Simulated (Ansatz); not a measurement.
Molecule: carbon monosulfide, CS (charge 0, singlet). SMILES: [C-]#[S+]
Coordinates optimised at B3LYP-D3(BJ)/def2-TZVP (Ansatz, an electronic-structure program):
```
C
S 1 1.5320
```
Charge 0, spin multiplicity 1.

Atomisation energy built up term by term with Ansatz (kcal/mol; UHF references for open shells; valence terms freeze the core; atomic spin-orbit terms are left out). CBS(X,Y): correlation extrapolated as X^-3; Hartree-Fock from the larger set (for Q and 5 zeta extrapolated as (X+1)exp(-9√X)).

```csv
term,basis,kcal/mol
Hartree-Fock,"CBS(cc-pV(Q+d)Z,cc-pV(5+d)Z)",97.43
CCSD correlation,"CBS(cc-pV(Q+d)Z,cc-pV(5+d)Z)",(withheld)
(T),"CBS(cc-pV(Q+d)Z,cc-pV(5+d)Z)",(withheld)
CCSDT - CCSD(T),cc-pV(D+d)Z,0.09
(Q),cc-pV(D+d)Z,0.60
core correlation,cc-pwCVTZ,0.90
scalar relativity (X2C),cc-pVTZ-DK against cc-pVTZ,-0.14
sum: De,,(withheld)
```

Q: What belongs in the gaps?

A: 
- CCSD correlation, kcal/mol: 63.72
- (T), kcal/mol: 9.77
- sum: De, kcal/mol: 172.4
